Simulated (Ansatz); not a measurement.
# CF+ (triplet): wave-function methods side by side, cc-pVTZ

How much of the correlation energy of CF+ (triplet) does each wave-function method recover here?

Computed with Ansatz 0.2.0, Gaussian basis. Level: cc-pVTZ, core rule «outside noble gas», up to 2 orbitals frozen.

To be run: UHF; CCSD(T) on ROHF; CCSD(T) on UHF; BCCD(T) on ROHF; CISD as a restricted active space (open shells left free, so some higher excitations enter); CCSDT(Q) on ROHF; CCSDT(Q) on UHF; CASSCF and MRCISD+Q, 10 electrons in 8 orbitals; CASSCF and NEVPT2, 10 electrons in 8 orbitals.

10 further runs of the same task are left out: 3 that didn't finish, 7 set aside as unsound or not needed. Runs told in other sessions of the task aren't counted.

### 1 The geometry

The geometry is a PBE0/def2-TZVP stationary point (not a proven minimum).

2 atoms, charge 1, spin multiplicity 3.

Atoms are counted from 1 here; the program's logs count them from 0.

Bond lengths: C1–F2 1.207 Å.

Coordinates:

```
C     0.0000    0.0000    0.0000
F     0.0000    0.0000    1.2067
```

### 2 UHF

Input file in.yaml:

```yaml
crystal:
  periodic: [false, false, false]
  atoms:
    - {symbol: C, position_ang: [0.000000, 0.000000, 0.000000]}
    - {symbol: F, position_ang: [0.000000, 0.000000, 1.206700]}
basis:
  gaussian: {orbitals: cc-pVTZ}
total_charge: 1
magnetization: {spin_polarized: true, initial_magnetization: 2}
hamiltonian: {xc: hf}
output: {orbitals: {seedname: orbitals}}
```

On the command line:

```sh
$ ansatz run in.yaml --threads 1 --pin off --events-out ev --progress --plain --max-ram 2393MiB
```

Further steps of the session: CCSD(T) on ROHF; CCSD(T) on UHF; BCCD(T) on ROHF; CISD as a restricted active space (open shells left free, so some higher excitations enter); CCSDT(Q) on ROHF; CCSDT(Q) on UHF; CASSCF and MRCISD+Q, 10 electrons in 8 orbitals; CASSCF and NEVPT2, 10 electrons in 8 orbitals.

**Question.** What will the summary of the whole plan be? Wanted: UCCSDT(Q) from the RHF energy; RMP2 from UCCSDT(Q); UMP2 from UCCSDT(Q); RCCSD from UCCSDT(Q); RCCSD(T) from UCCSDT(Q); UCCSD(T) from UCCSDT(Q); RCCSDT(Q) from UCCSDT(Q); NEVPT2 valence from UCCSDT(Q); MRCISD+Q valence from UCCSDT(Q).

As calculated:

| quantity | value |
| --- | --- |
| UCCSDT(Q) from the ROHF energy | -9.1052 eV |
| RMP2 from UCCSDT(Q) | +53.0 kJ/mol |
| UMP2 from UCCSDT(Q) | +50.3 kJ/mol |
| RCCSD from UCCSDT(Q) | +34.4 kJ/mol |
| RCCSD(T) from UCCSDT(Q) | +3.0 kJ/mol |
| UCCSD(T) from UCCSDT(Q) | +3.0 kJ/mol |
| RCCSDT(Q) from UCCSDT(Q) | +0.9 kJ/mol |
| NEVPT2 valence from UCCSDT(Q) | +93.9 kJ/mol |
| MRCISD+Q valence from UCCSDT(Q) | +6.5 kJ/mol |
| levels within 1 kcal/mol (43 meV) | RCCSD(T), UCCSD(T), BCCD(T), RCCSDT, UCCSDT, RCCSDT(Q) |
| T1 diagnostic | 0.029 |
| effectively unpaired electrons | 2.02 |

What this shows: RCCSD(T) lands +3.0 kJ/mol from the yardstick (0.3 % of the correlation energy). One determinant dominates. Of the multireference levels listed MRCISD+Q valence comes nearest in total energy (+6.5 kJ/mol), which doesn't show that its space is the better one. These misses are within one basis, not against nature; the frozen cores of restricted and unrestricted runs differ, which can shift their rows.

With open shells the CI space here admits some higher excitations, so it is larger than plain CISD.
